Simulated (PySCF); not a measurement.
isobutene (C₄H₈), SMILES CC(C)=C.

Geometry: PBE0-D3(BJ)/def2-SVP.

These are PBE0-D3(BJ)/def2-SVP (PySCF) values and carry that method's errors.

No scaling factor is applied to the harmonic values.

Computed harmonic wavenumbers and intensities:
```tsv
mode	ν (cm⁻¹)	IR (km/mol)	Raman (Å⁴/amu)	depolarisation	moving atoms (share of kinetic energy)
1	169	0.0	0.0	–	H 98 %
2	211	1.1	0.3	0.75	H 93 %
3	382	0.3	1.4	0.68	C 57 %, H 43 %
4	437	1.0	1.2	0.75	C 55 %, H 45 %
5	445	8.8	4.1	0.75	C 56 %, H 44 %
6	700	0.0	5.5	0.75	H 100 %
7	842	0.3	8.2	0.10	C 74 %, H 26 %
8	918	41.2	0.9	0.75	H 74 %, C 26 %
9	952	0.4	0.7	0.75	H 77 %, C 23 %
10	982	0.0	1.5	0.75	H 61 %, C 39 %
11	1005	0.0	0.2	0.75	H 80 %, C 20 %
12	1069	5.2	6.2	0.54	H 66 %, C 34 %
13	1091	1.0	1.0	0.75	H 54 %, C 46 %
14	1299	1.3	1.5	0.75	C 51 %, H 49 %
15	1384	1.0	3.3	0.68	H 83 %, C 17 %
16	1405	13.6	8.7	0.75	C 51 %, H 49 %
17	1417	1.1	48.1	0.56	H 84 %, C 16 %
18	1439	0.0	27.7	0.75	H 96 %
19	1449	6.0	1.8	0.75	H 96 %
20	1458	20.1	0.0	–	H 97 %
21	1470	14.0	13.2	0.73	H 93 %
22	1754	20.2	24.7	0.13	C 90 %, H 10 %
23	3038	16.8	8.3	0.75	H 97 %
24	3042	28.5	304.5	0.01	H 97 %
25	3114	0.0	13.3	0.75	H 91 %, C 9 %
26	3115	27.8	167.7	0.75	H 91 %, C 9 %
27	3159	2.4	101.8	0.08	H 94 %
28	3164	14.0	47.4	0.75	H 91 %, C 9 %
29	3165	15.0	93.8	0.68	H 91 %, C 9 %
30	3258	10.5	73.7	0.75	H 89 %, C 11 %
```
